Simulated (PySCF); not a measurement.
Molecule: `OF`, FHO.

Atoms are numbered as in `[OH:1][F:2]`. Hydrogens are named by the atom that carries them.

Geometry PBE0-D3(BJ)/def2-SVP throughout; GIAO in PySCF 2.14.0 with density-fitted response routines, gas phase, one conformer, non-relativistic; equivalent atoms averaged; functional PBE0.

Question: How do the shifts δ (against H2O, CFCl3, TMS at the same level) depend on the basis set? (ppm; last column core-seconds on shared hosts with different chips, so compare them loosely)

Answer: 
```
    basis set  functions     O1     F2  H(O1)  core-s
       STO-3G         11  187.9  136.9   4.02     0.3
        6-31G         20  357.6  -17.7   9.27     0.6
     pcSseg-0         20  406.0   12.9   9.03    0.83
       6-31G*         30  340.5  -16.6   9.25     0.7
     def2-SVP         33  367.0   -6.0   9.27       1
      cc-pVDZ         33  369.9  -14.8   9.16    0.98
     pcSseg-1         39  406.7  -32.2  10.18     0.9
  aug-cc-pVDZ         55  380.2  -44.3  10.36     1.3
6-311+G(2d,p)         60  398.1  -49.8  10.17       1
    def2-TZVP         68  398.9  -43.3   9.95     1.6
      cc-pVTZ         74  390.8  -41.2  10.04     1.6
     IGLO-III         80  406.5  -45.9  10.41     1.6
     pcSseg-2         86  405.1  -45.1  10.53     1.3
     pcSseg-3        177  404.2  -48.2  10.65     5.2
```

Question: Which nucleus moves most, in ppm?

Answer: O1 (oxygen bonded to F, H): from 187.9 ppm with STO-3G to 406.7 ppm with pcSseg-1. The smallest spread is 6.63 ppm, at H(O1).

Question: Taking the largest basis, pcSseg-3 (177 functions), as the yardstick, rank the others by their worst heavy-atom deviation.

Answer: IGLO-III 2.3 ppm (80 functions), pcSseg-2 3.1 ppm (86 functions), def2-TZVP 5.3 ppm (68 functions), 6-311+G(2d,p) 6.2 ppm (60 functions), cc-pVTZ 13.4 ppm (74 functions), pcSseg-1 16.0 ppm (39 functions), aug-cc-pVDZ 24.0 ppm (55 functions), cc-pVDZ 34.3 ppm (33 functions), def2-SVP 42.2 ppm (33 functions), 6-31G 46.6 ppm (20 functions), pcSseg-0 61.1 ppm (20 functions), 6-31G* 63.7 ppm (30 functions), STO-3G 216.4 ppm (11 functions).

A small basis that lands close on one nucleus may do so by chance; judge by the trend and by all nuclei.
